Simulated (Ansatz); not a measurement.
Input file:

```yaml
crystal:
  periodic: [false, false, false]
  atoms:
    - {symbol: B, position_ang: [-1.402182, 0.030718, 0.000000]}
    - {symbol: H, position_ang: [-1.998915, 1.064290, 0.000000]}
    - {symbol: H, position_ang: [-1.998915, -1.002853, 0.000000]}
    - {symbol: H, position_ang: [-0.160182, 0.030718, 0.000000]}
    - {symbol: O, position_ang: [1.122818, 0.030718, 0.000000]}
    - {symbol: H, position_ang: [1.374677, -0.909232, 0.000000]}
basis:
  gaussian: {orbitals: cc-pVDZ}
magnetization: {spin_polarized: false, initial_magnetization: 1}
correlation: {method: ccsd_t, electrons: outside_noble_gas, diis_vectors: 4}
output: {forces: true}
```

```sh
$ ansatz run in.yaml --threads 1 --pin off --events-out ev --progress --plain --max-ram 2393MiB
```

Question: Roughly how long does this take on 1 thread of Intel Xeon Platinum 8488C, shared host, and how much host memory?

Answer: 6 s wall and 0.2 GiB.

```
433 factors; integrals over basis functions are off by at most 1.4e-3 eV
mean field evaluation 1: about -2764.8513 eV, gradient 3.1e1 eV
mean field evaluation 2: about -2764.8767 eV, gradient 3.1e1 eV
mean field evaluation 4: about -2768.0465 eV, gradient 3.1e0 eV
mean field evaluation 8: about -2768.2641 eV, gradient 1.4e0 eV
mean field evaluation 16: about -2768.3072 eV, gradient 9.8e-6 eV
mean field evaluation 32: about -2768.1857 eV, gradient 1.9e0 eV
mean field evaluation 64: about -2763.0331 eV, gradient 2.4e1 eV
mean field evaluation 96: about -2763.2383 eV, gradient 5.0e0 eV
mean field evaluation 128: about -2764.7657 eV, gradient 1.0e-2 eV
mean field -2768.30719859 eV, -101.7334131221 hartree, gradient 9.8e-6 eV, S^2 0.750000; 4 other end points of the search recorded, 0 dependent functions left out
mean field evaluation 160: about -2768.5394 eV, gradient 5.3e-1 eV
determinant -2768.30719859 eV, -101.7334131221 hartree, with singles and doubles -2776.83988124 eV, -102.0469834259 hartree
determinant -2767.04662371 eV, -101.6870878499 hartree, with singles and doubles -2775.07822571 eV, -101.9822437792 hartree
2 core orbitals not correlated: weight in the atoms' cores, before any rotation towards them, 1.000 or more for the frozen orbitals, at most 0.000 for the correlated occupied ones
reference -2768.30719859 eV, -101.7334131221 hartree; 7, 6 occupied and 39, 40 virtual orbitals, 433 factors
second order -7.40591951 eV of doubles, -0.14422075 eV of singles
cycle   1  -8.53269409 eV  change   -1.1e-5 eV  update   1.9e-3
cycle   2  -8.53334532 eV  change   -6.5e-4 eV  update   1.3e-3
cycle   3  -8.53328495 eV  change    6.0e-5 eV  update   7.8e-4
cycle   4  -8.53360743 eV  change   -3.2e-4 eV  update   2.9e-4
cycle   5  -8.53415802 eV  change   -5.5e-4 eV  update   9.8e-5
cycle   6  -8.53427821 eV  change   -1.2e-4 eV  update   3.6e-5
cycle   7  -8.53432228 eV  change   -4.4e-5 eV  update   1.8e-5
cycle   8  -8.53432101 eV  change    1.3e-6 eV  update   7.0e-6
cycle   9  -8.53431640 eV  change    4.6e-6 eV  update   3.4e-6
cycle  10  -8.53431629 eV  change    1.1e-7 eV  update   2.0e-6
cycle  11  -8.53431761 eV  change   -1.3e-6 eV  update   8.4e-7
cycle  12  -8.53431877 eV  change   -1.2e-6 eV  update   4.4e-7
perturbative correction -0.16250362 eV, -0.0059718978 hartree
the calculation of the forces begins
Total energy: -2777.00402098 eV, -102.0530154500 hartree
Atom 0 at    -1.402182     0.030718     0.000000 Å, force    -1.449897    -0.163146     0.000000 eV/Å
Atom 1 at    -1.998915     1.064290     0.000000 Å, force     0.000798     0.401085     0.000000 eV/Å
Atom 2 at    -1.998915    -1.002853     0.000000 Å, force    -0.075874    -0.400234    -0.000000 eV/Å
Atom 3 at    -0.160182     0.030718     0.000000 Å, force     0.988915    -0.077657    -0.000000 eV/Å
Atom 4 at     1.122818     0.030718     0.000000 Å, force     0.906467     0.563583     0.000000 eV/Å
Atom 5 at     1.374677    -0.909232     0.000000 Å, force    -0.370409    -0.323631    -0.000000 eV/Å
Dipole moment:    -0.132704    -0.287688     0.000000 e Å
```

Forces (eV/Å):
```
B   -1.450 -0.163  0.000
H    0.001  0.401  0.000
H   -0.076 -0.400  0.000
H    0.989 -0.078  0.000
O    0.906  0.564  0.000
H   -0.370 -0.324  0.000
```
